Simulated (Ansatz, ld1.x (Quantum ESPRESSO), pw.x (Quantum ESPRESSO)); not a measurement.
Equation-of-state test of one TM potential (Li (Z = 3))

lithium (Li), norm-conserving Troullier–Martins (Kleinman–Bylander form), made with ld1.x (Quantum ESPRESSO) 7.5 (PBE, scalar-relativistic). Core [He], reference 2s1 2p0. Waves: 2s (bound): rc 3.55 bohr; 3d channel at 0.1 Ry: rc 3.75 bohr; 2p (bound, empty): rc 4.20 bohr. Local part: the p channel. Core correction: a·sin(br)/r model core, default radius (core density twice the valence density).

Atomic tests: cutoffs needed: 6 Ry and 6 Ry (the cutoffs (Ry, on a coarse ladder) from which the occupation-weighted sum of valence levels, in a spherical-Bessel basis at the reference potential, stays within 10 and 1 mRy of its value at 400 Ry); ghost test: no extra level below or beside the all-electron valence levels (s, d, p, f tested) (spherical-Bessel basis up to 400 Ry, 20 bohr box); largest excitation error: -11 meV (all-electron minus pseudo) for 2s0 2p1, out of 2 test configurations.

Crystal test: bcc Li in pw.x 7.5, no spin, 13³ k-points, Fermi–Dirac smearing 0.01 Ry, cutoffs 50/200 Ry. The reference is all-electron LAPW (Ansatz 0.2.0) with the same functional, mesh and smearing; V0 and B0 come from Birch–Murnaghan fits to the pressures at five volumes. Errors are pseudo minus all-electron; Δ is the rms difference of the E(V) curves that follow from these fits, minima aligned, over ±6 % about the mean V0. Mesh and smearing are coarse, so the numbers serve the comparison and aren't converged zero-temperature values; the lattice is a test structure that the element need not adopt.

```csv
V (Å³/atom),P all-electron (GPa),P pseudo (GPa)
19.352,0.71,-0.16
19.862,0.30,-0.46
20.371,-0.05,-0.74
20.880,-0.38,-0.98
21.390,-0.67,-1.20
```

All-electron: a0 = 3.436 Å (V0 = 20.29 Å³/atom), B0 = 13.8 GPa.

Pseudopotential: mean pressure error (GPa): -0.69. The pressure does not cross zero within the volumes sampled, so no fit is given. The largest radius (4.20 bohr) exceeds half the bond length (2.82 bohr), so the spheres overlap, which is one possible source of error among others. This is a poor potential for the solid.

Problem. At the middle volume, how do free energy and pressure move when the wave cutoff is lowered (ecutrho kept at four times it)?

Solution.

| cutoff (Ry) | shift of F (meV/atom) | shift of P (GPa) |
| --- | --- | --- |
| 22 | +0.9 | +0.01 |
| 30 | +0.4 | -0.00 |
| 40 | +0.1 | +0.00 |

The run at the middle volume (84 k-points, 4 iterations) took about 3.1 s on one core of a shared host (Neoverse-V1, 32 threads, 247 GiB, load 25).
